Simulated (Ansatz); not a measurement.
# CPN (triplet): from Hartree-Fock to the top rungs, def2-TZVPP

The task here is to estimate one member of a computed series from the others.

Method: def2-TZVPP, core rule «outside noble gas», up to 7 orbitals frozen; program: Ansatz 0.2.0, Gaussian basis.

The runs, in order: UHF; ROHF; CCSD(T) on UHF.

2 further runs of the same task are left out: 2 set aside as unsound or not needed.

**The system**

The geometry is a PBE0/def2-TZVP stationary point (not a proven minimum) of the parent state, kept for this charge and spin.

3 atoms, charge 0, spin multiplicity 3.

Atoms are counted from 1 here; the program's logs count them from 0.

Bond lengths: C1–N2 1.196 Å, N2–P3 1.625 Å. Angles: C1–N2–P3 180.0°.

Set-up of the first run:

Contents of in.yaml:

```yaml
crystal:
  periodic: [false, false, false]
  atoms:
    - {symbol: C, position_ang: [0.000000, 0.000000, -1.338900]}
    - {symbol: N, position_ang: [0.000000, 0.000000, -0.143300]}
    - {symbol: P, position_ang: [0.000000, 0.000000, 1.482200]}
basis:
  gaussian: {orbitals: def2-TZVPP}
magnetization: {spin_polarized: true, initial_magnetization: 2}
hamiltonian: {xc: hf}
output: {orbitals: {seedname: orbitals}}
```

Run with:

```bash
$ ansatz run in.yaml --threads 1 --pin off --events-out ev --progress --plain --max-ram 2816MiB --backend cpu
```

Among the steps run: UHF; ROHF; CCSD(T) on UHF.

One table of the session follows, with a row left open; its other results are not shown here.

| method | from UCCSD(T) (meV) |
| --- | --- |
| ROHF | +12778.9 |
| UHF | ? |
| UMP2 | +1350.9 |
| UCCSD | +646.5 |
| UCCSD(T) | 0 |

Q: Estimate the row for UHF from the others.

**Answer.** from UCCSD(T) (meV): +12469.0. In the column «from UCCSD(T) (meV)» it lies between UMP2 (+1350.9) and ROHF (+12778.9).
